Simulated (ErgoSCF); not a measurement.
# SiNH5 (SMILES N[SiH3]): levels of theory compared

We compute a comparison of 5 runs (HF/def2-SVP, PBE0/STO-3G, PBE0/def2-SVP, B3LYP/6-311+G**, BLYP/def2-SVPD) of SiNH5. 

The calculation is run with ErgoSCF 3.8.

## Step 1: The molecule

The species is SiNH5 (7 atoms), meant as a singlet with charge 0. As SMILES, `N[SiH3]`. The shape is that of a GFN2-xTB optimisation.

Bond lengths: N1–Si2 1.723 Å, N1–H3 1.007 Å, N1–H4 1.007 Å, Si2–H5 1.461 Å, Si2–H6 1.472 Å, Si2–H7 1.461 Å. Angles: N1–Si2–H5 104.9°, N1–Si2–H6 115.2°, N1–Si2–H7 104.9°, Si2–N1–H3 118.9°, Si2–N1–H4 118.7°, H5–Si2–H6 109.3°, H5–Si2–H7 113.3°, H6–Si2–H7 109.2°, H3–N1–H4 109.5°.

## Step 2: A single-point energy at HF/def2-SVP (run 1)

run.inp reads:

```
set_nthreads(1)
molecule_inline
N  -0.16455735 -1.96898124 -0.07362373
Si 0.23086784 1.26190241 -0.16433058
H  -1.90858559 -2.68819210 -0.32138572
H  0.74978663 -2.96433778 1.26721254
H  -1.04634136 2.07027056 -2.47372709
H  -0.82516781 2.64760079 2.00520729
H  2.96397873 1.64171847 -0.23937161
EOF
tmpdir = "."
basis = "def2-SVP"
scf.output_mulliken_pop = 1
scf.max_number_of_iterations = 120
charge = 0
scf.use_diagonalization = 1
run "HF"
```

The basis set def2-SVP is read from a file made from the Basis Set Exchange's data (not shown).

The run is started by

```bash
ergo < run.inp
```

What it wrote:

```text
[...]
INSC SCF_general constructor, number of basis functions: 57
[...]
INSC Energy   1 =       -129.46319334261
[...]
INDE E_LUMO =          0.15221204537
[...]
INSC Energy  15 =       -346.17254251355  ( diff     -0.000000000001705 )
[...]
RESC CONVERGED after  15 iterations.
RESC FINAL ENERGY:       -346.17254251355
[...]
INSC SCF: dipole_moment_x [atomic units] =      -0.23043572
INSC SCF: dipole_moment_y [atomic units] =      -0.25369651
INSC SCF: dipole_moment_z [atomic units] =       0.33667405
[...]
```

Wall time 6.6 s (1 thread of Arm Neoverse V2, shared host); peak memory 0.26 GiB.

## Step 3: A single-point energy at PBE0/STO-3G (run 2)

job.ego reads:

```
set_nthreads("env")
molecule_inline
N  -0.16455735 -1.96898124 -0.07362373
Si 0.23086784 1.26190241 -0.16433058
H  -1.90858559 -2.68819210 -0.32138572
H  0.74978663 -2.96433778 1.26721254
H  -1.04634136 2.07027056 -2.47372709
H  -0.82516781 2.64760079 2.00520729
H  2.96397873 1.64171847 -0.23937161
EOF
basis = "STO-3G"
scf.use_diagonalization = 1
XC.sparse_mode = 0
XC.radint = 1e-11
charge = 0
spin_polarization = 0
tmpdir = "."
XC.angint = 41
scf.max_number_of_iterations = 120
scf.output_mulliken_pop = 1
run "PBE0"
```

The basis set STO-3G is read from a file made from the Basis Set Exchange's data (not shown).

The run is started by

```bash
ergo job.ego
```

What it wrote:

```text
[...]
INDF Weighted mixed functional:
[...]
INSC Energy   1 =       -288.43222022929
[...]
INDE E_LUMO =          0.31907201788
[...]
INSC Energy  10 =       -342.96835712705  ( diff     -0.000000000009891 )
[...]
RESC CONVERGED after  10 iterations.
RESC FINAL ENERGY:       -342.96835712705
[...]
INSC SCF: dipole_moment_x [atomic units] =      -0.21293632
INSC SCF: dipole_moment_y [atomic units] =      -0.01692664
INSC SCF: dipole_moment_z [atomic units] =       0.34898303
[...]
```

Wall time 1.8 s (1 thread of Arm Neoverse V2, shared host); peak memory 0.26 GiB.

Runs 3 to 4 aren't shown in full; the table further down has their settings and results.

## Step 4: A single-point energy at BLYP/def2-SVPD (run 5)

input.xyz reads:

```xyz
7

N     -0.087080    -1.041940    -0.038960
Si     0.122170     0.667770    -0.086960
H     -1.009980    -1.422530    -0.170070
H      0.396770    -1.568660     0.670580
H     -0.553700     1.095540    -1.309040
H     -0.436660     1.401050     1.061110
H      1.568470     0.868760    -0.126670
```

run.inp reads:

```
set_nthreads("env")
molecule "input.xyz"
XC.angint = 41
XC.radint = 1e-11
basis = "def2-SVPD"
scf.max_number_of_iterations = 120
scf.output_mulliken_pop = 1
XC.sparse_mode = 0
tmpdir = "."
scf.use_diagonalization = 1
run "BLYP"
```

The basis set def2-SVPD is read from a file made from the Basis Set Exchange's data (not shown).

The run is started by

```bash
ergo run.inp
```

What it wrote:

```text
[...]
INDF Weighted mixed functional:
[...]
INSC Energy   1 =       -109.89958846380
[...]
INDE E_LUMO =         -0.01877046816
[...]
INSC Energy  14 =       -347.09867604291  ( diff     -0.000000000012051 )
[...]
RESC CONVERGED after  14 iterations.
RESC FINAL ENERGY:       -347.09867604291
[...]
INSC SCF: dipole_moment_x [atomic units] =      -0.19965346
INSC SCF: dipole_moment_y [atomic units] =      -0.27058988
INSC SCF: dipole_moment_z [atomic units] =       0.28459310
[...]
```

Run time: 12 s. Hardware: 1 thread of Arm Neoverse V2, shared host; peak memory 0.26 GiB.

## Step 5: Overview of the runs

| run | level | integration grid | radint | energy (Eh) | dipole moment (D) | wall time |
| --- | --- | --- | --- | --- | --- | --- |
| 1 | HF/def2-SVP | – | – | -346.172543 | 1.22 | 6.6 s |
| 2 | PBE0/STO-3G | Turbo | 1e-11 | -342.968357 | 1.04 | 1.8 s |
| 3 | PBE0/def2-SVP | Turbo | 1e-11 | -346.931194 | 1.25 | 8.1 s |
| 4 | B3LYP/6-311+G** | Turbo | 1e-11 | -347.317692 | 1.10 | 22 s |
| 5 | BLYP/def2-SVPD | Turbo | 1e-11 | -347.098676 | 1.12 | 12 s |

## Step 6: What came out

| quantity | value |
| --- | --- |
| run 5: total energy | -347.09868 Eh |
| run 5: dipole moment | 1.12 D |

**Reading.** The dipole moment (its size) runs from 1.04 D (PBE0/STO-3G) to 1.25 D (PBE0/def2-SVP). Totals of different functionals can't be ranked against each other. In run 2 the basis is minimal, so the values are rough. All runs together took 50 s, the longest 22 s.
